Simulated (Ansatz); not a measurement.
The first iterations of a band of BH4N + H3P (10 atoms, charge 0, multiplicity 1).

Theory: RKS revPBE-D4/6-31G* in Ansatz 0.2.0.

```yaml
movable_images: 5
climbing_image: yes
spring: 5.0 eV/Å²
optimiser: quadratic models (default)
start_path: through a guess of the saddle point
force_threshold: 0.03 eV/Å
iteration_limit: 60
end_points: relaxed
```

Initial state:

```xyz
10
Properties=species:S:1:pos:R:3
B 0.100 -0.568 0.051
N 0.027 -0.669 1.451
H -0.849 -0.700 1.970
H 0.848 -0.723 2.052
H 1.186 -0.551 -0.474
H -0.930 -0.510 -0.577
P -0.215 2.796 1.090
H -1.546 2.262 1.047
H -0.681 4.110 1.453
H -0.030 2.411 2.462
```

Final state:

```xyz
10
Properties=species:S:1:pos:R:3
B -0.157 0.454 0.238
N -0.114 -0.015 1.828
H 0.015 -1.032 1.938
H 0.655 0.456 2.326
H 0.921 0.124 -0.226
H -1.102 -0.141 -0.249
P -0.410 2.412 0.146
H -1.494 2.537 1.097
H 0.582 2.815 1.120
H -0.987 0.247 2.308
```

| iteration | highest image above the first end (eV) | largest band force component (eV/Å) |
| --- | --- | --- |
| 1 | 5.489 | 13.582 |
| 2 | 2.897 | 4.097 |
| 3 | 1.968 | 4.632 |
| 4 | 1.771 | 1.300 |
| 5 | 1.977 | 0.924 |
| 6 | 2.150 | 1.495 |
| 7 | 2.161 | 0.935 |
| 8 | 2.090 | 2.021 |
| 9 | 1.846 | 2.104 |

Task: Does the band converge within its limit, and where does its top end?

Result: The forces met the threshold. It ended after 29 iterations with the highest image 1.501 eV above the first end. Neighbouring images differ by up to 1.5 eV, so the band resolves the path poorly. A vibrational analysis at the climbing image gives one clearly imaginary mode, 1151i cm⁻¹: a first-order saddle point. The orbitals stay closed-shell, which can raise the energy where a bond breaks towards radicals; this wasn't checked here.

Run time: 4.6 min on 1 thread of Arm Neoverse V1, with other jobs on the host, peak memory 0.12 GiB.
